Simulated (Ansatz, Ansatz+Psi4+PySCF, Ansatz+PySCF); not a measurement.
```xyz
9

C    -1.1308   -0.8667   -0.0001
C    -0.0872    0.1248   -0.0003
C     1.3576   -0.3504   -0.0001
H    -2.1599   -0.5303    0.0011
H    -0.9197   -1.9299   -0.0005
O    -0.3566    1.2762    0.0000
H     2.0200    0.5138   -0.0144
H     1.5664   -0.9525    0.8895
H     1.5604   -0.9786   -0.8727
```

Basis set: cc-pVTZ (spherical functions). Correlated methods keep 4 orbitals frozen. Correlation on ROHF uses semicanonical orbitals with singles. Charge 0, multiplicity 2.

Computed with Ansatz (development build ahead of 0.2.0); each method stands on the lowest determinant of its kind that the runs found.

(1) Give the atomization energy at this shape (free ground-state atoms in the same class of orbitals less the molecule, no zero-point energy) of doublet C3H5O by ROHF-MP2, UHF-MP2.

Results:

(1)

| method | atomization energy |
| --- | --- |
| ROHF-MP2 | 865.44 kcal/mol |
| UHF-MP2 | 861.47 kcal/mol |

Caution: forces differ strongly between restricted and unrestricted references.
